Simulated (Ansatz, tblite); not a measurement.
Isomers of C3H5 (doublet), found by a short tight-binding search and relaxed with PBE0-D4/def2-TZVP in Ansatz.

The xTB rows come from tblite. Correlated methods freeze 3 core orbitals.

Run but left out: MP2/def2-TZVPP (A: ⟨S²⟩ 0.95, where a pure state has 0.75).

A: At CCSD(T)/def2-TZVPP the charge 0 doublet is spin-contaminated (final ⟨S²⟩ up to 0.95, 0.75 for a pure state).

Other spin states weren't relaxed.

A:

```xyz
8

C    -0.080    0.165   -0.437
C    -0.091    1.072    0.600
C     0.146   -1.187   -0.298
H    -0.275    2.125    0.429
H     0.335   -1.621    0.677
H    -0.264    0.545   -1.440
H     0.143   -1.851   -1.152
H     0.086    0.752    1.621
```

B:

```xyz
8

C    -0.0717   -0.1752   -0.7874
C    -0.8730   -0.1349    0.4309
C     0.4724    0.4243    0.5026
H     0.3218   -1.1277   -1.1321
H     0.5918    1.5040    0.5267
H    -1.3825   -0.8969    0.9999
H    -0.3009    0.5203   -1.5901
H     1.2420   -0.1139    1.0495
```

Estimate their order by electronic energy at PBE0-D4/def2-TZVP, counted from the lowest.

A (0.0) < B (25.4), in kcal/mol.

Do the other levels pick the same lowest one?

All that were run do. Energies above each level's lowest (kcal/mol):

```csv
level,A,B
GFN1-xTB,0.0,18.6
GFN2-xTB,0.0,19.0
HF/def2-TZVPP,0.0,34.4
LDA (SPW92)/def2-TZVP,0.0,23.8
PBE-D4/def2-TZVP,0.0,26.7
revPBE-D4/def2-TZVP,0.0,27.3
r2SCAN-D4/def2-TZVP,0.0,27.8
PBE0-D4/def2-TZVP,0.0,25.4
CCSD/def2-TZVPP,0.0,28.6
CCSD(T)/def2-TZVPP,0.0,28.6
```
Point groups (tolerance 0.1 Å): A C2v, B Cs. Lower isomers may exist.
